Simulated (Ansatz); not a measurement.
Two isomers of C4H5FO: A = `C#CCOCF`, B = `C=C(O)C(=C)F`.

Calculated with Ansatz (gas phase, PBE0-D4/def2-TZVP geometries, no zero-point term in ΔE). CCSD(T)/CBS is the MP2 limit (def2-TZVPP, def2-QZVPP) plus CCSD(T) − MP2 in def2-TZVPP, frozen cores. DFT in def2-TZVPP. B3LYP here is the variant with VWN-RPA as its local correlation; programs differ in this. One conformer a species, not always the lowest.

A:

```xyz
11

C    -1.264    2.002   -0.071
C    -1.090    0.818    0.012
C    -0.871   -0.620    0.106
O     0.347   -0.960    0.752
C     1.475   -0.565    0.083
F     1.643   -1.302   -1.074
H    -1.425    3.052   -0.142
H    -1.659   -1.076    0.708
H    -0.910   -1.067   -0.893
H     2.322   -0.769    0.738
H     1.431    0.488   -0.218
```

B:

Z-matrix (Å, degrees):
```
C
C 1 1.333
H 1 1.079 2 120.3
H 1 1.084 2 121.3 3 180.0
O 2 1.355 1 125.0 3 180.0
C 2 1.462 1 123.1 3 0.0
H 5 0.961 2 108.8 1 0.0
C 6 1.324 2 126.5 1 -180.0
F 6 1.340 2 113.2 1 0.0
H 8 1.081 6 120.6 2 180.0
H 8 1.079 6 119.5 2 -0.0
```

Task: Which is lower in electronic energy at CCSD(T)/CBS, and by how much? (An estimate is asked.)

Result: Computed: B, by 110.1 kJ/mol.

Task: Give E(B) − E(A) in kJ/mol with PBE-D4, CCSD/def2-TZVPP, B3LYP, HF/def2-TZVPP, r2SCAN-D4, B2PLYP, B3LYP-D4. (An estimate is asked.)

Result: Computed: PBE-D4 -131.7, CCSD/def2-TZVPP -105.0, B3LYP -118.5, HF/def2-TZVPP -97.6, r2SCAN-D4 -131.8, B2PLYP -110.0, B3LYP-D4 -121.2. None reverses the order clearly.

Largest T1 diagnostic: 0.012.

From PBE to PBE0 (25 % exact exchange), in def2-TZVPP and without D4, E(B) − E(A) moves by +3.2 kJ/mol. In def2-TZVPP, CCSD(T) changes the Hartree–Fock value by −10.7 kJ/mol (the triples alone add −3.4 kJ/mol) and MP2 by −3.9 kJ/mol.
